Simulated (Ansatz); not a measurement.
Reaction (substitution at a C–C bond): `C=CC(F)Cl` + CH₃SH → `C=CSC` + `FCCl`

Isolated molecules relaxed with PBE0-D4/def2-TZVP in Ansatz; ΔE leaves out vibrations. CBS: MP2 limit from def2 TZ/QZ plus the TZ coupled-cluster correction, frozen cores. This one scheme is used for every species. Functionals use def2-TZVPP. HSE06 is defined as in plane-wave codes. One conformer a species, not always the lowest.

`C=CC(F)Cl`:

```xyz
9

C    -0.773   -1.123   -0.394
C    -0.362    0.133   -0.440
C     0.773    0.656    0.364
F     1.333   -0.306    1.138
Cl    0.208    1.986    1.422
H    -0.297   -1.850    0.252
H    -1.603   -1.458   -1.004
H    -0.836    0.867   -1.083
H     1.558    1.095   -0.255
```

CH₃SH:

Z-matrix (Å, degrees):
```
C
S 1 1.806
H 1 1.089 2 111.5
H 1 1.089 2 111.5 3 -123.8
H 1 1.090 2 106.2 3 118.1
H 2 1.342 1 97.1 3 61.9
```

`C=CSC`:

Cartesian coordinates in Å:
```
C -2.090 -0.372 -0.049
C -0.858 0.124 -0.068
S 0.501 -0.656 -0.832
C 1.861 0.124 0.048
H -2.905 0.201 0.375
H -2.324 -1.346 -0.464
H -0.646 1.100 0.361
H 1.868 -0.158 1.101
H 2.780 -0.229 -0.421
H 1.815 1.210 -0.050
```

`FCCl`:

```xyz
5

F     0.485    1.137    0.563
C    -0.114    0.070   -0.020
Cl    0.985   -1.312   -0.057
H    -0.368    0.320   -1.050
H    -0.988   -0.215    0.564
```

**Question.** Is it downhill or uphill in electronic energy at CCSD(T)/CBS, and by how much? (Estimate.)

**Answer.** Ansatz gave: Uphill: ΔE = +3.0 kcal/mol.

**Question.** What do these levels give: BLYP-D4, r2SCANh-D4, HSE06-D4, PBE, RPA@PBE/def2-TZVPP, HF/def2-SVP? (Best estimate.)

**Answer.** The calculation gave: BLYP-D4 1.1, r2SCANh-D4 2.1, HSE06-D4 1.7, PBE 0.8, RPA@PBE/def2-TZVPP 3.7, HF/def2-SVP 6.9 kcal/mol.

Largest T1 diagnostic among the species: 0.011.

From BLYP to BHLYP (50 % exact exchange), in def2-TZVPP and without D4, ΔE moves by +2.1 kcal/mol. In def2-TZVPP, CCSD(T) changes the Hartree–Fock value by −0.8 kcal/mol (the triples alone add −0.4 kcal/mol) and MP2 by −1.8 kcal/mol. Leaving LDA and LC-ωPBE aside and taking each functional with its dispersion term where it has one, the values, not all of them listed here, spread over 2.9 kcal/mol, from revPBE-D4 to ωB97M-V. LDA lies +1.7 kcal/mol from PBE without D4.
